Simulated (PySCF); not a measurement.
NO, charge +2, quartet, geometry from GFN2-xTB of the parent state (a state made from the parent by changing its charge; the spin is typed, not shown lowest); TPSS/def2-SVP in PySCF.

Input for PySCF:
```python
from pyscf import gto, scf, dft

mol = gto.M(
    atom='''
N    -0.00000000   -0.00000000   -0.56105301
O     0.00000000    0.00000000    0.49092138
''',
    basis='def2-svp',
    charge=2,
    spin=3,
    verbose=4,
)

mf = dft.UKS(mol)
mf.xc = 'tpss'
mf.kernel()
mf.analyze()
```

It wrote (shortened):

```
PySCF version 2.14.0

[INPUT] verbose = 4
[INPUT] num. atoms = 2
[INPUT] num. electrons = 13
[INPUT] charge = 2
[INPUT] spin (= nelec alpha-beta = 2S) = 3
[INPUT] symmetry False subgroup None
[INPUT] Mole.unit = angstrom
[INPUT] Symbol           X                Y                Z      unit          X                Y                Z       unit  Magmom
[INPUT]  1 N      0.000000000000   0.000000000000  -0.561053010000 AA    0.000000000000   0.000000000000  -1.060236530263 Bohr   0.0
[INPUT]  2 O      0.000000000000   0.000000000000   0.490921380000 AA    0.000000000000   0.000000000000   0.927706956894 Bohr   0.0

nuclear repulsion = 28.1698148673752
number of shells = 12
number of NR pGTOs = 48
number of NR cGTOs = 28
basis = def2-svp
ecp = {}

******** <class 'pyscf.dft.uks.UKS'> ********
method = UKS
initial guess = minao
damping factor = 0
level_shift factor = 0
DIIS = <class 'pyscf.scf.diis.CDIIS'>
diis_start_cycle = 1
diis_space = 8
diis_damp = 0
SCF conv_tol = 1e-09
SCF conv_tol_grad = None
SCF max_cycles = 50
direct_scf = True
direct_scf_tol = 1e-13
number electrons alpha = 8  beta = 5
XC library pyscf.dft.libxc version 7.1.2
    S. Lehtola, C. Steigemann, M. J. T. Oliveira, and M. A. L. Marques,  SoftwareX 7, 1–5 (2018)
XC functionals = tpss
    J. Tao, J. P. Perdew, V. N. Staroverov, and G. E. Scuseria,  Phys. Rev. Lett. 91, 146401 (2003)
    J. P. Perdew, J. Tao, V. N. Staroverov, and G. E. Scuseria,  J. Chem. Phys. 120, 6898 (2004)
    J. Tao, J. P. Perdew, V. N. Staroverov, and G. E. Scuseria,  Phys. Rev. Lett. 91, 146401 (2003)
    J. P. Perdew, J. Tao, V. N. Staroverov, and G. E. Scuseria,  J. Chem. Phys. 120, 6898 (2004)
radial grids:
    Treutler-Ahlrichs [JCP 102, 346 (1995); DOI:10.1063/1.469408] (M4) radial grids

becke partition: Becke, JCP 88, 2547 (1988); DOI:10.1063/1.454033
pruning grids: <function nwchem_prune>
grids dens level: 3
symmetrized grids: False
atomic radii adjust function: <function treutler_atomic_radii_adjust>
small_rho_cutoff = 0
Set gradient conv threshold to 3.16228e-05
tot grids = 27984
init E= -130.24695137095

cycle= 1 E= -127.895906945813  delta_E= 2.35  |g|= 0.604  |ddm|= 1.54

cycle= 2 E= -127.673309946435  delta_E= 0.223  |g|= 0.97  |ddm|= 1.36

cycle= 3 E= -127.982014652111  delta_E= -0.309  |g|= 0.524  |ddm|= 1.02

cycle= 4 E= -128.094384821915  delta_E= -0.112  |g|= 0.0359  |ddm|= 0.341

cycle= 5 E= -128.095205031864  delta_E= -0.00082  |g|= 0.0127  |ddm|= 0.0471

cycle= 6 E= -128.095306394695  delta_E= -0.000101  |g|= 0.00508  |ddm|= 0.0145

cycle= 7 E= -128.095326861776  delta_E= -2.05e-05  |g|= 0.0011  |ddm|= 0.00721

cycle= 8 E= -128.095328138788  delta_E= -1.28e-06  |g|= 0.000216  |ddm|= 0.00201

cycle= 9 E= -128.095328181725  delta_E= -4.29e-08  |g|= 8.6e-06  |ddm|= 0.000392

cycle= 10 E= -128.0953281818  delta_E= -7.48e-11  |g|= 1.66e-06  |ddm|= 1.63e-05

Extra cycle  E= -128.09532818181  delta_E= -9.46e-12  |g|= 2.05e-06  |ddm|= 9.5e-06
converged SCF energy = -128.09532818181  <S^2> = 3.7607703  2S+1 = 4.0053815
**** SCF Summaries ****
Total Energy =                        -128.095328181809577
Nuclear Repulsion Energy =              28.169814867375244
One-electron Energy =                 -217.590159227159575
Two-electron Energy =                   61.325016177974746
Two-electron Coulomb Energy =           76.035967327515550
DFT Exchange-Correlation Energy =      -14.710951149540803
**** MO energy ****
                             alpha | beta                alpha | beta
MO #1   energy= -20.0548402790272  | -20.0211141863427  occ= 1 | 1
MO #2   energy= -15.3149898862957  | -15.2585452711092  occ= 1 | 1
MO #3   energy= -2.24450013355744  | -2.16614365698451  occ= 1 | 1
MO #4   energy= -1.5363914782349   | -1.41234060742721  occ= 1 | 1
MO #5   energy= -1.50474240311536  | -1.39507758264956  occ= 1 | 1
MO #6   energy= -1.43809792865472  | -1.29755868935413  occ= 1 | 0
MO #7   energy= -1.40670108267243  | -1.22046867772844  occ= 1 | 0
MO #8   energy= -1.10478740025431  | -0.951302761363428 occ= 1 | 0
MO #9   energy= -1.03390256629758  | -0.860117160349506 occ= 0 | 0
MO #10  energy= -0.444014413386105 | -0.348115332769885 occ= 0 | 0
MO #11  energy= -0.252015765681423 | -0.175401824940456 occ= 0 | 0
MO #12  energy= -0.15031806658683  | -0.0877163790539455 occ= 0 | 0
MO #13  energy= -0.127930289220432 | -0.0511650413638538 occ= 0 | 0
MO #14  energy= -0.108474698210476 | -0.0138055731190914 occ= 0 | 0
MO #15  energy= 0.0828422404128615 | 0.120677492060574  occ= 0 | 0
MO #16  energy= 0.118827960778131  | 0.173578871285093  occ= 0 | 0

To work with the spin densities directly, `use mulliken_meta_spin()` only printing them here.

 ** Mulliken spin pop alpha/beta on meta-lowdin orthogonal AOs **
 ** Mulliken Spin Density (per AO)  **
spin_pop of  0 N 1s        0.00000
spin_pop of  0 N 2s        0.46800
spin_pop of  0 N 3s        0.00408
spin_pop of  0 N 2px       0.12326
spin_pop of  0 N 2py       0.94419
spin_pop of  0 N 2pz       0.40684
spin_pop of  0 N 3px       0.00390
spin_pop of  0 N 3py       0.01838
spin_pop of  0 N 3pz       0.01554
spin_pop of  0 N 3dxy     -0.00001
spin_pop of  0 N 3dyz      0.00262
spin_pop of  0 N 3dz^2     0.00047
spin_pop of  0 N 3dxz     -0.00137
spin_pop of  0 N 3dx2-y2   -0.00006
spin_pop of  1 O 1s       -0.00001
spin_pop of  1 O 2s        0.02757
spin_pop of  1 O 3s        0.00157
spin_pop of  1 O 2px      -0.04606
spin_pop of  1 O 2py       0.93232
spin_pop of  1 O 2pz       0.06827
spin_pop of  1 O 3px       0.00168
spin_pop of  1 O 3py       0.01801
spin_pop of  1 O 3pz       0.00644
spin_pop of  1 O 3dxy     -0.00001
spin_pop of  1 O 3dyz      0.00329
spin_pop of  1 O 3dz^2     0.00135
spin_pop of  1 O 3dxz     -0.00022
spin_pop of  1 O 3dx2-y2   -0.00005
 ** Mulliken Spin Density (per atom)  **
spin density of  0 N =      1.98585
spin density of  1 O =      1.01415
 ** Mulliken pop alpha/beta on meta-lowdin orthogonal AOs **
 ** Mulliken pop       alpha | beta **
pop of  0 N 1s        0.99996 | 0.99996
pop of  0 N 2s        0.79833 | 0.33033
pop of  0 N 3s        0.01401 | 0.00994
pop of  0 N 2px       0.45534 | 0.33207
pop of  0 N 2py       0.95824 | 0.01405
pop of  0 N 2pz       0.59922 | 0.19238
pop of  0 N 3px       0.01428 | 0.01038
pop of  0 N 3py       0.01882 | 0.00044
pop of  0 N 3pz       0.02374 | 0.00819
pop of  0 N 3dxy      0.00001 | 0.00003
pop of  0 N 3dyz      0.00280 | 0.00018
pop of  0 N 3dz^2     0.00380 | 0.00332
pop of  0 N 3dxz      0.00277 | 0.00415
pop of  0 N 3dx2-y2    0.00008 | 0.00014
pop of  1 O 1s        0.99996 | 0.99997
pop of  1 O 2s        0.83944 | 0.81187
pop of  1 O 3s        0.00700 | 0.00544
pop of  1 O 2px       0.55123 | 0.59729
pop of  1 O 2py       0.95759 | 0.02527
pop of  1 O 2pz       0.68818 | 0.61991
pop of  1 O 3px       0.01350 | 0.01182
pop of  1 O 3py       0.01851 | 0.00050
pop of  1 O 3pz       0.01907 | 0.01264
pop of  1 O 3dxy      0.00003 | 0.00003
pop of  1 O 3dyz      0.00345 | 0.00016
pop of  1 O 3dz^2     0.00702 | 0.00567
pop of  1 O 3dxz      0.00347 | 0.00369
pop of  1 O 3dx2-y2    0.00014 | 0.00019
In total             8.00000 | 5.00000
 ** Mulliken atomic charges   ( Nelec_alpha | Nelec_beta ) **
charge of  0N =      1.20306  (     3.89140      1.90555 )
charge of  1O =      0.79694  (     4.10860      3.09445 )

WARN: System has nonzero charge 2; the dipole moment is origin-dependent.
Location of origin: [0. 0. 0.]

Dipole moment(X, Y, Z, Debye): -0.00000, -0.00000, -1.79004
```
